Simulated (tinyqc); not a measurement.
UHF in the sto-3g basis, for H2O, spin multiplicity 1, step by step. One step of it, computed by the program tinyqc.

Task: Iteration 1: diagonalisation and new density. Diagonalise F' = X^T F X, C = X C', fill 5 alpha and 5 beta electrons from the bottom; D(s) = C_occ C_occ^T. Each column has its largest component positive (the first on a tie).

F(alpha) (hartree), lower triangle:
```
             1O 1s      1O 2s     1O 2px     1O 2py     1O 2pz      2H 1s      3H 1s
1O 1s   -19.683561
1O 2s    -5.060973  -2.069393
1O 2px    0.000000   0.000000   0.021180
1O 2py    0.000000   0.000000   0.093350  -0.111614
1O 2pz   -0.024358  -0.106980   0.000000   0.000000  -0.110651
2H 1s    -0.684900  -0.659180  -0.068323  -0.271970  -0.249989  -0.280862
3H 1s    -0.684900  -0.659180   0.068323   0.271970  -0.249989  -0.205853  -0.280862
```

F(beta) (hartree), lower triangle:
```
             1O 1s      1O 2s     1O 2px     1O 2py     1O 2pz      2H 1s      3H 1s
1O 1s   -19.683561
1O 2s    -5.060973  -2.069393
1O 2px    0.000000   0.000000   0.021180
1O 2py    0.000000   0.000000  -0.093350  -0.111614
1O 2pz   -0.024358  -0.106980   0.000000   0.000000  -0.110651
2H 1s    -0.684900  -0.659180   0.068323  -0.271970  -0.249989  -0.280862
3H 1s    -0.684900  -0.659180  -0.068323   0.271970  -0.249989  -0.205853  -0.280862
```

X, lower triangle:
```
            1O 1s      1O 2s    1O 2px     1O 2py     1O 2pz      2H 1s     3H 1s
1O 1s    1.023315
1O 2s   -0.133758   1.122609
1O 2px   0.000000   0.000000  1.000000
1O 2py   0.000000   0.000000  0.000000   1.054167
1O 2pz  -0.006251   0.057101  0.000000   0.000000   1.032383
2H 1s    0.017107  -0.188308  0.000000  -0.147777  -0.107214   1.098192
3H 1s    0.017107  -0.188308  0.000000   0.147777  -0.107214  -0.054939  1.098192
```

Give: F' = X^T F X; orbital energies; coefficients C; F' = X^T F X; orbital energies; coefficients C; D(alpha) after iteration 1; D(beta) after iteration 1.

Result:

F' = X^T F X (alpha) (hartree), lower triangle:
```
          1        2        3        4        5        6       7
1  -19.3057
2   -2.6888  -0.9893
3    0.0000   0.0000   0.0212
4    0.0000   0.0000   0.1186   0.0422
5   -0.0456   0.0298   0.0000   0.0000  -0.0203
6   -0.0504  -0.3760  -0.0926  -0.3123  -0.2328   0.0140
7   -0.0504  -0.3760   0.0926   0.3123  -0.2328  -0.0668  0.0140
```

orbital energies (alpha) (hartree): MO1 -19.6934, MO2 -0.9351, MO3 -0.3807, MO4 -0.1937, MO5 -0.0365, MO6 0.4540, MO7 0.5613

coefficients C (alpha):
```
            MO1      MO2      MO3      MO4      MO5      MO6      MO7
1O 1s    0.9939  -0.2216   0.0000   0.1156   0.0000  -0.1235   0.0000
1O 2s    0.0257   0.7965   0.0000  -0.5279   0.0000   0.6622   0.0000
1O 2px   0.0000   0.0000   0.0133   0.0000   0.9504   0.0000   0.3108
1O 2py   0.0000   0.0000   0.6146   0.0000  -0.2817   0.0000   0.8354
1O 2pz   0.0031   0.1328   0.0000   0.7658   0.0000   0.6985   0.0000
2H 1s   -0.0046   0.2269   0.4589   0.2768   0.2087  -0.6807  -0.6577
3H 1s   -0.0046   0.2269  -0.4589   0.2768  -0.2087  -0.6807   0.6577
```

F' = X^T F X (beta) (hartree), lower triangle:
```
          1        2        3        4        5        6       7
1  -19.3057
2   -2.6888  -0.9893
3    0.0000   0.0000   0.0212
4    0.0000   0.0000  -0.1186   0.0422
5   -0.0456   0.0298   0.0000   0.0000  -0.0203
6   -0.0504  -0.3760   0.0926  -0.3123  -0.2328   0.0140
7   -0.0504  -0.3760  -0.0926   0.3123  -0.2328  -0.0668  0.0140
```

orbital energies (beta) (hartree): MO1 -19.6934, MO2 -0.9351, MO3 -0.3807, MO4 -0.1937, MO5 -0.0365, MO6 0.4540, MO7 0.5613

coefficients C (beta):
```
            MO1      MO2      MO3      MO4      MO5      MO6      MO7
1O 1s    0.9939  -0.2216   0.0000   0.1156   0.0000  -0.1235   0.0000
1O 2s    0.0257   0.7965   0.0000  -0.5279   0.0000   0.6622   0.0000
1O 2px   0.0000   0.0000  -0.0133   0.0000   0.9504   0.0000  -0.3108
1O 2py   0.0000   0.0000   0.6146   0.0000   0.2817   0.0000   0.8354
1O 2pz   0.0031   0.1328   0.0000   0.7658   0.0000   0.6985   0.0000
2H 1s   -0.0046   0.2269   0.4589   0.2768  -0.2087  -0.6807  -0.6577
3H 1s   -0.0046   0.2269  -0.4589   0.2768   0.2087  -0.6807   0.6577
```

D(alpha) after iteration 1, lower triangle:
```
          1O 1s    1O 2s   1O 2px   1O 2py  1O 2pz    2H 1s   3H 1s
1O 1s    1.0504
1O 2s   -0.2120   0.9137
1O 2px   0.0000   0.0000   0.9034
1O 2py   0.0000   0.0000  -0.2596   0.4571
1O 2pz   0.0621  -0.2983   0.0000   0.0000  0.6041
2H 1s   -0.0229   0.0345   0.2044   0.2232  0.2421   0.3822
3H 1s   -0.0229   0.0345  -0.2044  -0.2232  0.2421  -0.1260  0.3822
```

D(beta) after iteration 1, lower triangle:
```
          1O 1s    1O 2s   1O 2px   1O 2py  1O 2pz    2H 1s   3H 1s
1O 1s    1.0504
1O 2s   -0.2120   0.9137
1O 2px   0.0000   0.0000   0.9034
1O 2py   0.0000   0.0000   0.2596   0.4571
1O 2pz   0.0621  -0.2983   0.0000   0.0000  0.6041
2H 1s   -0.0229   0.0345  -0.2044   0.2232  0.2421   0.3822
3H 1s   -0.0229   0.0345   0.2044  -0.2232  0.2421  -0.1260  0.3822
```
